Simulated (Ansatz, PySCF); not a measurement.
Process, species as SMILES: [PH2] (PH2) -> [PH2] (PH2) as singlet, charge +1 + e-
Structures are relaxed separately at B3LYP-D3(BJ)/def2-TZVP in Ansatz (an electronic-structure program). Unstable Hartree-Fock reference: [PH2] (PH2) as singlet, charge +1.

Quantity: adiabatic ionisation energy (0 K, with B3LYP-D3(BJ) harmonic zero-point energies from PySCF), in eV. Correlated levels leave the core frozen unless marked. UHF or UKS for open shells. Spin-orbit coupling is left out. No relativistic terms. Basis-set limits of correlation are two-point, X^-3; Hartree-Fock from the larger set (for Q and 5 zeta extrapolated as (X+1)exp(-9√X)).

```json
[
 {"level": "HF/cc-pwCVTZ", "program": "Ansatz", "adiabatic ionisation energy (eV)": "9.32", "minus last row": "-0.50"},
 {"level": "HF/cc-pV(Q+d)Z", "program": "Ansatz", "adiabatic ionisation energy (eV)": "9.33", "minus last row": "-0.49"},
 {"level": "HF/def2-QZVPPD", "program": "Ansatz", "adiabatic ionisation energy (eV)": "9.33", "minus last row": "-0.49"},
 {"level": "HF-D4/def2-TZVPD", "program": "PySCF + dftd4", "adiabatic ionisation energy (eV)": "9.37", "minus last row": "-0.45"},
 {"level": "BLYP/def2-TZVPD", "program": "Ansatz", "adiabatic ionisation energy (eV)": "9.74", "minus last row": "-0.08"},
 {"level": "TPSS/def2-TZVPD", "program": "PySCF", "adiabatic ionisation energy (eV)": "9.98", "minus last row": "0.16"},
 {"level": "PBE0-D3(BJ)/def2-TZVP", "program": "Ansatz + dftd3", "adiabatic ionisation energy (eV)": "10.00", "minus last row": "0.18"},
 {"level": "HSE06-D3(BJ)/def2-TZVPD", "program": "Ansatz + dftd3", "adiabatic ionisation energy (eV)": "10.00", "minus last row": "0.18"},
 {"level": "LC-wPBE/def2-TZVPD", "program": "Ansatz", "adiabatic ionisation energy (eV)": "10.10", "minus last row": "0.28"},
 {"level": "MP2/STO-3G", "program": "Ansatz", "adiabatic ionisation energy (eV)": "6.65", "minus last row": "-3.17"},
 {"level": "MP2/cc-pV(T+d)Z", "program": "Ansatz", "adiabatic ionisation energy (eV)": "9.76", "minus last row": "-0.06"},
 {"level": "RI-MP2/aug-cc-pV(Q+d)Z", "program": "Ansatz", "adiabatic ionisation energy (eV)": "9.81", "minus last row": "-0.01"},
 {"level": "SCS-MP2/cc-pVTZ", "program": "Ansatz", "adiabatic ionisation energy (eV)": "9.63", "minus last row": "-0.19"},
 {"level": "CCSD/CBS(cc-pV(T+d)Z,cc-pV(Q+d)Z)", "program": "Ansatz", "adiabatic ionisation energy (eV)": "9.77", "minus last row": "-0.05"},
 {"level": "CCSD/CBS(def2-TZVPPD,def2-QZVPPD)", "program": "Ansatz", "adiabatic ionisation energy (eV)": "9.77", "minus last row": "-0.05"},
 {"level": "CCSD(T)/6-31G*", "program": "Ansatz", "adiabatic ionisation energy (eV)": "9.41", "minus last row": "-0.41"},
 {"level": "CCSD(T)/cc-pV(D+d)Z", "program": "Ansatz", "adiabatic ionisation energy (eV)": "9.52", "minus last row": "-0.30"},
 {"level": "CCSD(T)/def2-SVPD", "program": "Ansatz", "adiabatic ionisation energy (eV)": "9.60", "minus last row": "-0.22"},
 {"level": "CCSD(T)/def2-TZVPP", "program": "Ansatz", "adiabatic ionisation energy (eV)": "9.73", "minus last row": "-0.09"},
 {"level": "CCSD(T) with core electrons (1s frozen past Ne)/cc-pwCVTZ", "program": "Ansatz", "adiabatic ionisation energy (eV)": "9.74", "minus last row": "-0.08"},
 {"level": "CCSD(T)/CBS(cc-pV(Q+d)Z,cc-pV(5+d)Z)", "program": "Ansatz", "adiabatic ionisation energy (eV)": "9.82", "minus last row": "0.00"}
]
```
